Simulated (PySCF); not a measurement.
Working out the ionisation energy of C

C [He] 2s2 2p2 (3P) → C+ [He] 2s2 2p1 (2P). Computed with PySCF 2.14 in dyall-av3z, with the spin-free X2C one-electron Hamiltonian (Gaussian nucleus). Frozen: 1s2; the 14 highest virtual orbitals dropped. Energies in hartree (1 hartree = 27.21139 eV):

```
             part   C (lower)  C+ (upper)
              UHF  -37.708634  -37.311850
MP2 opposite-spin   -0.056552   -0.049360
    MP2 same-spin   -0.013099   -0.003654
```

What does Hartree-Fock give?

(-37.311850) − (-37.708634) = 0.396784 hartree = 10.797 eV.

What do MP2 and SCS-MP2 (6/5 opposite-spin, 1/3 same-spin) give?

The opposite-spin parts differ by 0.196 eV and the same-spin parts by 0.257 eV. MP2: 10.797 + (0.196) + (0.257) = 11.250 eV. SCS-MP2: 10.797 + 1.2 × (0.196) + (0.257)/3 = 11.118 eV.

Measured between the centres of the two terms (NIST): 11.262 eV, so MP2 (valence) is off by -0.012 eV.

What remains against the reference includes basis incompleteness, the frozen core and correlation beyond second order.
